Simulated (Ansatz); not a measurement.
# CH6AlN (SMILES C[NH][AlH2]): HF/STO-3G

Aim: the vertical electron affinity of CH6AlN at HF/STO-3G, from 2 runs. 

The calculation is run with Ansatz 0.2.0.

35 further runs of the same task are left out: 35 set aside as unsound or not needed. Runs told in other sessions of the task aren't counted.

### 1 The molecule

CH6AlN: 9 atoms, total charge 0, spin state singlet. As SMILES, `C[NH][AlH2]`. The coordinates come from a PBE0-D4/def2-TZVP relaxation.

Bond lengths: C1–N2 1.447 Å, N2–Al3 1.767 Å, C1–H4 1.097 Å, C1–H5 1.097 Å, C1–H6 1.093 Å, N2–H7 1.010 Å, Al3–H8 1.584 Å, Al3–H9 1.584 Å. Some angles: C1–N2–Al3 128.6°, C1–N2–H7 111.9°, Al3–N2–H7 119.5°, N2–C1–H4 112.4°, N2–C1–H5 112.3°, N2–C1–H6 109.8°, N2–Al3–H8 117.5°, N2–Al3–H9 117.5°, H4–C1–H5 107.6°, H4–C1–H6 107.2°.

### 2 A single-point energy at HF/STO-3G

Input file in.yaml:

```yaml
basis:
  gaussian:
    orbitals: STO-3G
crystal:
  periodic: [false, false, false]
  atoms:
    - {symbol: C, position_ang: [-0.384500, 0.934700, -0.771700]}
    - {symbol: N, position_ang: [0.340000, -0.253200, -0.374200]}
    - {symbol: Al, position_ang: [0.335300, -1.074400, 1.190900]}
    - {symbol: H, position_ang: [-1.074800, 0.743900, -1.602200]}
    - {symbol: H, position_ang: [0.284400, 1.748600, -1.076000]}
    - {symbol: H, position_ang: [-0.981000, 1.302600, 0.066800]}
    - {symbol: H, position_ang: [0.905500, -0.619100, -1.126300]}
    - {symbol: H, position_ang: [1.234400, -2.369900, 1.339700]}
    - {symbol: H, position_ang: [-0.570900, -0.459500, 2.335900]}
hamiltonian:
  xc: hf
accuracy: high
output: {orbitals: {seedname: orbitals}}
```

Run with:

```bash
$ ansatz run in.yaml --threads 1 --pin off --max-ram 2610MiB --events-out events.jsonl --progress --plain --runs-dir runs
```

Log:

```text
Warning: RAYON_NUM_THREADS=1 ignored (pool sized by the plan → 1); use --threads N
Functional definition: HF
  name "HF"
  exchange = exact_x
  correlation = 0
477 factors; integrals over basis functions are off by at most 2.9e-9 eV
mean field evaluation 1: about -9077.9959 eV, gradient 1.9e1 eV
mean field evaluation 2: about -9078.1053 eV, gradient 1.9e1 eV
mean field evaluation 4: about -9079.4257 eV, gradient 1.3e0 eV
mean field evaluation 8: about -9079.4320 eV, gradient 2.6e-6 eV
mean field -9079.43198207 eV, -333.6629710810 hartree, gradient 5.2e-9 eV, S^2 0.000000; 0 other end points of the search recorded, 0 dependent functions left out
reference -9079.43198207 eV, -333.6629710810 hartree; 16, 16 occupied and 9, 9 virtual orbitals, 477 factors
Total energy: -9079.43198207 eV, -333.6629710810 hartree
```

Wall time 0.16 s (1 thread of Arm Neoverse V2, shared host).

### 3 The doublet anion at the same level

Input file input.yaml:

```yaml
crystal:
  periodic: [false, false, false]
  atoms:
    - symbol: C
      position_ang: [-0.384500, 0.934700, -0.771700]
    - symbol: N
      position_ang: [0.340000, -0.253200, -0.374200]
    - symbol: Al
      position_ang: [0.335300, -1.074400, 1.190900]
    - symbol: H
      position_ang: [-1.074800, 0.743900, -1.602200]
    - symbol: H
      position_ang: [0.284400, 1.748600, -1.076000]
    - symbol: H
      position_ang: [-0.981000, 1.302600, 0.066800]
    - symbol: H
      position_ang: [0.905500, -0.619100, -1.126300]
    - symbol: H
      position_ang: [1.234400, -2.369900, 1.339700]
    - symbol: H
      position_ang: [-0.570900, -0.459500, 2.335900]
basis:
  gaussian: {orbitals: STO-3G}
total_charge: -1
magnetization: {spin_polarized: true, initial_magnetization: 1}
hamiltonian: {xc: hf}
accuracy: high
output: {orbitals: {seedname: orbitals}}
```

Run with:

```bash
$ ansatz run input.yaml --threads 1 --pin off --max-ram 2610MiB --events-out events.jsonl --progress --plain --runs-dir runs
```

Log:

```text
Warning: RAYON_NUM_THREADS=1 ignored (pool sized by the plan → 1); use --threads N
[... 4 set-up lines as earlier in the session ...]
477 factors; integrals over basis functions are off by at most 2.9e-9 eV
mean field evaluation 1: about -9065.9030 eV, gradient 1.4e1 eV
mean field evaluation 2: about -9066.0804 eV, gradient 1.4e1 eV
mean field evaluation 4: about -9067.8065 eV, gradient 1.2e0 eV
mean field evaluation 8: about -9067.8276 eV, gradient 9.4e-2 eV
mean field evaluation 16: about -9070.5022 eV, gradient 1.7e-5 eV
mean field -9070.50219162 eV, -333.3348073349 hartree, gradient 2.9e-8 eV, S^2 0.769141; 0 other end points of the search recorded, 0 dependent functions left out
reference -9070.50219162 eV, -333.3348073349 hartree; 17, 16 occupied and 8, 9 virtual orbitals, 477 factors
Total energy: -9070.50219162 eV, -333.3348073349 hartree
```

It took 0.24 s on 1 thread of Arm Neoverse V2, shared host.

### 4 What came out

Level: HF/STO-3G.

```
                                         quantity          value
                     singlet CH6AlN: total energy  -333.66297 Eh
                      singlet CH6AlN: HOMO energy       -7.14 eV
                      singlet CH6AlN: LUMO energy        9.72 eV
                    singlet CH6AlN: HOMO–LUMO gap       16.85 eV
                      doublet anion: total energy  -333.33481 Eh
doublet anion: HOMO energy (highest over α and β)        8.19 eV
 doublet anion: LUMO energy (lowest over α and β)       19.49 eV
                              doublet anion: ⟨S²⟩          0.769
vertical electron affinity (to the doublet anion)      -8.930 eV
```

What this shows: The anion lies 8.93 eV (862 kJ/mol) above the neutral: the electron isn't bound at this level, and such a value depends on the basis. Without diffuse functions anions come out too high. Hartree–Fock misses the correlation that binds many anions. In a minimal basis such a difference can be off by several eV, whatever the method. The HOMO (doublet anion) lies at positive energy, 8.19 eV: the electron is unbound at this level or held by a compact basis; values depend on the basis.
